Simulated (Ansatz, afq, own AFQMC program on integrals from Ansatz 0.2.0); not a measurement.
SiGeH₂, triplet: AFQMC among the cluster methods

```tsv
atom	x (Å)	y (Å)	z (Å)
Si	0.0000	-0.2612	3.1204
Ge	0.0000	0.1047	-1.2342
H	0.0000	1.1462	3.6773
H	0.0000	-1.4134	-1.6763
```

Connectivity, by distances: SiH ··· GeH.

Basis cc-pVDZ. Only valence electrons are correlated. Ansatz 0.2.0 and our own AFQMC program on the same integrals; the CISD trial comes from CCSD amplitudes, and released means the phaseless constraint is let go. Uncertainties: one standard error, sampling alone. No spin–orbit coupling.

Determinant: UHF, the one that the program's search chose, which needn't be the lowest solution. The geometry is a point of a scan.

No full CI on the walks' own integrals is used here; CCSDT(Q) serves as the reference and is uncertain by about the last step of the cluster series.

Cautions: no relativity below Rb; no spin-orbit coupling; inner d shell frozen; lower spins were not checked.

- T1 diagnostic: 0.0166
- weight of the determinant in the CISD state: 0.864
- ⟨S²⟩ of the determinant: 2.030
- size of the correlated space: 10 electrons in 36 orbitals

Reference: CCSDT(Q), correlation energy -4.819 eV. The released energy is read at 2.40 1/Eh (meV from the phaseless value at times in 1/Eh: -12 ± 11 at 0.24, -6 ± 9 at 0.51, -25 ± 12 at 0.99, -35 ± 10 at 1.62, -34 ± 10 at 2.40).

```tsv
level	E − E(reference) (kcal/mol)	share of correlation (%)
HF	111.14	0.00
MP2	31.84	71.35
CCSD	3.17	97.14
CCSD(T)	1.15	98.97
CCSDT	0.25	99.78
ph-AFQMC/CISD	1.14 ± 0.29	98.98
released AFQMC	0.34 ± 0.23	99.69
```

A walk keeps the symmetry of its determinant, which the program's search chose and which needn't be the lowest solution, so a lower state of the same spin and another symmetry isn't excluded. Released energies are given only where the last usable release times agree within the noise; a slower fall can still hide under it.
